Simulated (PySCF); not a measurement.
# CH2FNS (SMILES [H]/N=C(/F)S): HF/def2-SVP

Aim: the vertical ionisation energy of CH2FNS at HF/def2-SVP, from 2 runs. Input form: a Python script.

The results are computed with PySCF 2.14.0.

**1. The molecule**

CH2FNS has 6 atoms, charge 0, and is taken as a singlet. As SMILES, `[H]/N=C(/F)S`. The coordinates come from a PBE0-D4/def2-TZVP relaxation. This is one conformer, not always the lowest.

Bond lengths: N1–C2 1.243 Å, C2–F3 1.332 Å, C2–S4 1.764 Å, N1–H5 1.013 Å, S4–H6 1.341 Å. Angles: N1–C2–F3 119.1°, N1–C2–S4 133.8°, F3–C2–S4 107.1°, C2–N1–H5 113.4°, C2–S4–H6 95.2°.

**2. The energy at HF/def2-SVP**

The input, job.py:

```python
# N=C(F)S
from pyscf import gto

molecule = gto.M(
    atom=[
    ('N', (0.950900, -0.133600, -0.831100)),
    ('C', (0.296700, -0.460400, 0.174500)),
    ('F', (0.690600, -1.513300, 0.888300)),
    ('S', (-1.148300, 0.183500, 0.953900)),
    ('H', (0.576100, 0.677000, -1.308300)),
    ('H', (-1.323900, 1.182700, 0.076600)),
],
    basis='def2-svp',
    spin=0,
    verbose=3,
    max_memory=1860,
    charge=0,
)

mf = molecule.RHF()
mf.conv_tol = 1e-10
mf.kernel()
if not mf.converged:
    mf = mf.newton().run(mf.mo_coeff, mf.mo_occ)

e_final = mf.e_tot
print('E = %.10f Eh' % e_final)
```

Run with:

```bash
OMP_NUM_THREADS=1 python job.py
```

Log:

```text
converged SCF energy = -590.14623779646
E = -590.1462377965 Eh
```

Wall time 0.92 s (1 thread of Arm Neoverse V2, shared host); peak memory 0.14 GiB.

**3. The doublet cation**

The input, run.py:

```python
from pyscf import gto

system = gto.M(
    atom=[
    ('N', (0.950900, -0.133600, -0.831100)),
    ('C', (0.296700, -0.460400, 0.174500)),
    ('F', (0.690600, -1.513300, 0.888300)),
    ('S', (-1.148300, 0.183500, 0.953900)),
    ('H', (0.576100, 0.677000, -1.308300)),
    ('H', (-1.323900, 1.182700, 0.076600)),
],
    verbose=4,
    charge=1,
    basis='def2-svp',
    spin=1,
    max_memory=1860,
)

hf = system.UHF()
hf.conv_tol = 1e-10
hf.kernel()
if not hf.converged:
    hf = hf.newton().run(hf.mo_coeff, hf.mo_occ)

energy = hf.e_tot
print(f'total energy: {energy:.8f} hartree')
```

Run with:

```bash
OMP_NUM_THREADS=1 python run.py
```

Log:

```text
PySCF version 2.14.0

[INPUT] num. atoms = 6
[INPUT] num. electrons = 39
[INPUT] charge = 1
[INPUT] spin (= nelec alpha-beta = 2S) = 1
[INPUT] symmetry False subgroup None
[INPUT] Mole.unit = angstrom
[INPUT] Symbol           X                Y                Z      unit          X                Y                Z       unit  Magmom
[INPUT]  1 N      0.950900000000  -0.133600000000  -0.831100000000 AA    1.796940571849  -0.252467410242  -1.570551382126 Bohr   0.0
[INPUT]  2 C      0.296700000000  -0.460400000000   0.174500000000 AA    0.560681741158  -0.870029907750   0.329757208737 Bohr   0.0
[INPUT]  3 F      0.690600000000  -1.513300000000   0.888300000000 AA    1.305044861625  -2.859722544304   1.678643716451 Bohr   0.0
[INPUT]  4 S     -1.148300000000   0.183500000000   0.953900000000 AA   -2.169972508838   0.346764743858   1.802609750223 Bohr   0.0
[INPUT]  5 H      0.576100000000   0.677000000000  -1.308300000000 AA    1.088671220362   1.279344586331  -2.472328688768 Bohr   0.0
[INPUT]  6 H     -1.323900000000   1.182700000000   0.076600000000 AA   -2.501808416312   2.234979087523   0.144753021142 Bohr   0.0

nuclear repulsion = 155.391146098659
number of shells = 32
number of NR pGTOs = 122
number of NR cGTOs = 70
basis = def2-svp
ecp = {}

[... 93 lines left out ...]
converged SCF energy = -589.797035611673  <S^2> = 0.95207152  2S+1 = 2.1927804
total energy: -589.79703561 hartree
```

It took 1.3 s on 1 thread of Arm Neoverse V2, shared host; peak memory 0.14 GiB.

**4. Summary of results**

At HF/def2-SVP:

```
                                          quantity          value
                      singlet CH2FNS: total energy  -590.14624 Eh
                     singlet CH2FNS: dipole moment         3.50 D
                       singlet CH2FNS: HOMO energy      -10.80 eV
                       singlet CH2FNS: LUMO energy        3.50 eV
                     singlet CH2FNS: HOMO–LUMO gap       14.30 eV
                      doublet cation: total energy  -589.79704 Eh
doublet cation: HOMO energy (highest over α and β)      -19.10 eV
 doublet cation: LUMO energy (lowest over α and β)       -8.35 eV
                              doublet cation: ⟨S²⟩          0.952
vertical ionisation energy (to the doublet cation)       9.502 eV
```

The vertical ionisation energy comes to 9.50 eV (917 kJ/mol). The negative HOMO energy of the first species, 10.80 eV, lies 1.30 eV above that difference. ⟨S²⟩ (doublet cation) is 0.95 where a pure doublet has 0.75: the reference is spin-contaminated.
